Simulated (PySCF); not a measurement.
H₃O⁻, singlet: structure and spectrum

Computed with PBE0/[O def2-TZVPD, H def2-TZVPD], no relativity, density fitting, PySCF.

The structure is a minimum.

```xyz
4
charge -1 multiplicity 1, angstrom
O     0.0000    0.0000   -0.0537
H     0.9878    0.0000    0.2841
H    -0.4939    0.8555    0.2841
H    -0.4939   -0.8555    0.2841
```

```
Point group                                                                   : C3v
Bond lengths                                                                  : O–H 1.044 Å (×3)
Bond angles                                                                   : H–O–H 110.1° (×3)
Dipole moment about the centre of mass                                        : 2.23 D
Principal quadrupole moments (Buckingham, traceless) about the centre of mass : -0.30, -0.30, 0.59 D Å
Heat capacity Cp at 298.15 K                                                  : 39.3 J/(mol K)
Rotational constants                                                          : 9.549, 9.549, 5.714 cm⁻¹
Enthalpy at 298.15 K above 0 K                                                : 10.38 kJ/mol
Entropy at 298.15 K and 1 bar                                                 : 196.2 J/(mol K)
Principal polarisabilities                                                    : 154.3, 215.8, 215.8 bohr³
Zero-point energy                                                             : 58.7 kJ/mol
Highest occupied level                                                        : 1.89 eV
Lowest empty level                                                            : 4.47 eV
Rotational symmetry number                                                    : 3
```

Harmonic modes (masses in u: O 15.995, H 1.008):
| symmetry | ω (cm⁻¹) | IR (km/mol, summed over degenerate members) |
| --- | --- | --- |
| a1 | 652 | 661 |
| e | 1132 | 21.0 |
| e | 2164 | 4069 |
| a1 | 2571 | 61.4 |

In C3v the vibrations span 2a1 + 2e.

Charges (e); Mulliken and Löwdin values are unreliable with diffuse functions:
```
  atom  Mulliken  Löwdin  polar tensor  Mayer order to O1
    O1     -4.93   -0.71          0.95                  –
H2,3,4      1.31   -0.10         -0.65              -2.88
```
Other Mayer orders above 0.3: H–H 0.68 (×3).

Mulliken populations on O1: s 8.16, p 4.73, d 0.04, f 0.00.

Outer orbital energies (eV). occupied: -25.16, -10.85, -10.85, -6.69, 1.89; empty: 4.47, 4.47, 5.09, 7.11.

The highest occupied level lies above zero, a sign of self-interaction error or too small a basis; response properties are unreliable. This need not be the most stable arrangement of these atoms. The lowest empty level of this anion is unbound, so it and the gap depend on the basis.

The final relaxation and frequency run took 6.7 s on 2 threads of a shared Arm Neoverse V2 host, with 67 basis functions and 8 gradients; the process peaked at 0.79 GiB. Launch command: `OMP_NUM_THREADS=2 python axn.py task.json out`.
